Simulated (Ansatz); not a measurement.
**MgBH (triplet): from Hartree-Fock to the top rungs, def2-TZVPP**

One table from this session's results is given with a row withheld; the runs are named, their logs left out.

The runs use Ansatz 0.2.0, Gaussian basis; def2-TZVPP, core rule «outside noble gas», up to 6 orbitals frozen.

The runs, in order: UHF; ROHF; CCSD(T) on UHF.

2 further runs of the same task are left out: 2 set aside as unsound or not needed.

## The geometry

The geometry is a PBE0/def2-TZVP stationary point (not a proven minimum).

3 atoms, charge 0, spin multiplicity 3.

Atoms are counted from 1 here; the program's logs count them from 0.

Bond lengths: B1–Mg2 2.255 Å, Mg2–H3 1.702 Å. Angles: B1–Mg2–H3 180.0°.

The first run:

The input, in.yaml:

```yaml
crystal:
  periodic: [false, false, false]
  atoms:
    - {symbol: B, position_ang: [0.000000, 0.000000, 2.070593]}
    - {symbol: Mg, position_ang: [0.000000, 0.000000, -0.184107]}
    - {symbol: H, position_ang: [0.000000, 0.000000, -1.886486]}
basis:
  gaussian: {orbitals: def2-TZVPP}
magnetization: {spin_polarized: true, initial_magnetization: 2}
hamiltonian: {xc: hf}
output: {orbitals: {seedname: orbitals}}
```

Command:

```bash
$ ansatz run in.yaml --threads 1 --pin off --events-out ev --progress --plain --max-ram 4096MiB --backend cpu
```

Among the steps run: UHF; ROHF; CCSD(T) on UHF.

One table of the session follows, with a row left open; its other results are not shown here.

```
  method  from UCCSD(T) (kJ/mol)
    ROHF                  +309.4
     UHF                       ?
    UMP2                   +78.6
   UCCSD                    +8.2
UCCSD(T)                       0
```

**Question.** Estimate the row for UHF.

As computed: from UCCSD(T) (kJ/mol): +301.9. In the column «from UCCSD(T) (kJ/mol)» it lies between UMP2 (+78.6) and ROHF (+309.4).

With the free atoms at the same levels and basis (separate runs), the atomisation energy is 2.872 eV at UCCSD(T), 2.447 eV at ROHF.
